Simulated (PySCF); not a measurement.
# Peak assignment

Atom-mapped SMILES (the numbers label the heavy atoms): `[CH2:1]=[C:2]=[CH:3][C:4]#[N:5]`. Hydrogens are named by the atom that carries them.

PySCF 2.14.0 with density-fitted response routines calculation with NMR shieldings at PBE0/pcSseg-1/GIAO, structure optimised with GFN2-xTB and J: B3LYP/pcJ-1; no solvent, rapidly exchanging positions averaged, single conformer, non-relativistic Hamiltonian.

Scale: $^{13}$C and $^{1}$H vs TMS (reference shieldings calculated alike).

**Question.** Assign these signals to the numbered atoms. $^{13}$C{$^{1}$H} NMR (computed): δ 233.8, 116.6, 83.9, 71.7.

**Answer.** 
| δ (ppm) | atoms | environment | reason |
| --- | --- | --- | --- |
| 233.8 | C2 | central carbon of an allene | the central sp carbon of an allene is among the most deshielded carbons of hydrocarbons |
| 116.6 | C4 | nitrile carbon | this is the usual window of a C≡N carbon, which has no attached hydrogen |
| 83.9 | C1 | terminal carbon of a cumulated C=C=C unit | – |
| 71.7 | C3 | terminal carbon of a cumulated C=C=C unit | – |

**Question.** Assign these signals to the numbered atoms. $^{1}$H NMR (600 MHz, computed): δ 5.51 (d, J = 9.0 Hz, 2H), 5.27 (t, J = 9.0 Hz, 1H).

**Answer.** 
| δ (ppm) | atoms | environment | reason |
| --- | --- | --- | --- |
| 5.51 | H(C1) | hydrogen on a terminal carbon of a cumulated C=C=C unit | a vinylic proton, deshielded by the sp2 carbon and the C=C anisotropy |
| 5.27 | H(C3) | hydrogen on a terminal carbon of a cumulated C=C=C unit | – |

Splittings below 1 Hz are ignored in the labels, and close J values are merged. Shifts are as computed. Against solution values, carbons near 30 ppm lie about +3 ppm off and those near 130 ppm about +5 ppm. Of 1211 compounds with measured shifts, 218 miss one by over three times the rms of a fit or turn the order of signals round; such compounds aren't used in these exercises.
